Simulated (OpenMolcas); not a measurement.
Potential curves of NaF⁻: spin-free states

Calculated with OpenMolcas 26.06: state-averaged CASSCF(7,7) over Na 3s 3p, F 2p, XMS-CASPT2 (IPEA 0.25, imaginary shift 0.2 hartree), scalar X2C, ANO-RCC-VTZP, then RASSI spin–orbit state interaction with atomic mean-field integrals. C2 symmetry about the axis (a holds Σ, Δ, Γ; b holds Π, Φ, H; Σ⁺ and Σ⁻ are not told apart); roots by multiplicity and irrep: 2a 7, 2b 8, 4a 5, 4b 4.

XMS-CASPT2 energies in eV from the lowest point. Curves are followed by energy order within each symmetry, so they are adiabatic and may change character at avoided crossings; Σ⁺ and Σ⁻ are counted together.

```tsv
R (Å)	(1)2Σ	(4)2Σ	(1)4Δ	(2)4Σ	(3)2Π	(2)4Π	(3)4Σ	(5)2Σ
1.730	0.462	6.936	6.905	6.966	6.838	7.113	7.150	7.188
1.831	0.141	6.441	6.412	6.465	6.473	6.630	6.796	6.830
1.921	0.022	6.151	6.127	6.182	6.259	6.352	6.583	6.624
2.012	0.000	5.961	5.939	5.992	6.113	6.170	6.435	6.491
2.113	0.055	5.823	5.803	5.853	6.004	6.041	6.317	6.398
2.213	0.163	5.734	5.714	5.753	5.932	5.957	6.229	6.340
2.354	0.355	5.658	5.648	5.691	5.868	5.885	6.134	6.285
2.535	0.640	5.604	5.599	5.636	5.816	5.830	6.038	6.229
2.817	1.049	5.567	5.564	5.594	5.751	5.771	5.911	6.150
3.219	1.550	5.532	5.539	5.551	5.685	5.697	5.760	6.078
```

Left out for impure symmetry, kinks or missing points, though low: (1)2Π, (2)2Σ, (2)2Π, (3)2Σ, (1)4Σ, (1)2Δ, (1)4Π, (4)2Π. Only roots inside an energy window near the equilibrium distance were included, so the list of states is not complete; labels number the states computed. Each spin and symmetry block has orbitals of its own, averaged over its own roots, so gaps between blocks are less sure than gaps within one and near the minimum can be off by tenths of an eV, in bad cases by more. No Rydberg orbitals are active, so Rydberg states, and σ→σ* states whose orbital the CASSCF left unused, can be missing between those listed. CASPT2 splits the two components of degenerate states numerically, here by up to 56 cm⁻¹. For an anion, states above the electron-detachment threshold (often below 1 to 3 eV) are held by the basis set and are not bound levels. The CASPT2 reference weights are uneven, so some states carry less reliable energies. Points that failed a check (symmetry, reference weights, a jump) are left out.
